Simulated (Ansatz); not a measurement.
bcc Eu was calculated with r²SCAN+rVV10 (Ansatz, a program for electronic structure, plane waves, PAW).

Numerical settings: plane-wave cutoff 500 eV, 22×22×22 k mesh, Fermi–Dirac smearing 0.1 eV, spin-polarised with parallel moments, scalar-relativistic PAW data made under PBE.

Computed at the level's own relaxed cell.

Estimate the equilibrium volume per atom, lattice parameter a and magnetic moment per atom (the cell's total over its atoms) that the calculation returns.


* **equilibrium volume per atom**: 42.45 Å³/atom
* **lattice parameter a**: 4.395 Å
* **magnetic moment per atom (the cell's total over its atoms)**: 7.85 μB

Measured, for comparison: equilibrium volume per atom 48.10 Å³/atom (293 K, not corrected to a static lattice; as tabulated in Wikipedia's data pages); lattice constant a 4.582 Å (293 K, not corrected to a static lattice, our sources range from 4.582 to 4.610; as tabulated in Wikipedia's data pages). Computed (rounded) less measured: equilibrium volume per atom -11.7 %, lattice constant a -4.1 % (-4.1 % to -4.7 % over the range).

Note: the 4f shell is treated without U or exact exchange, so its levels and filling can be wrong; the collinear magnetic order is the start's and need not be the measured one.

Moments are spin moments.

Spin–orbit coupling is not included.

The computed numbers hold no vibrational or temperature effects.
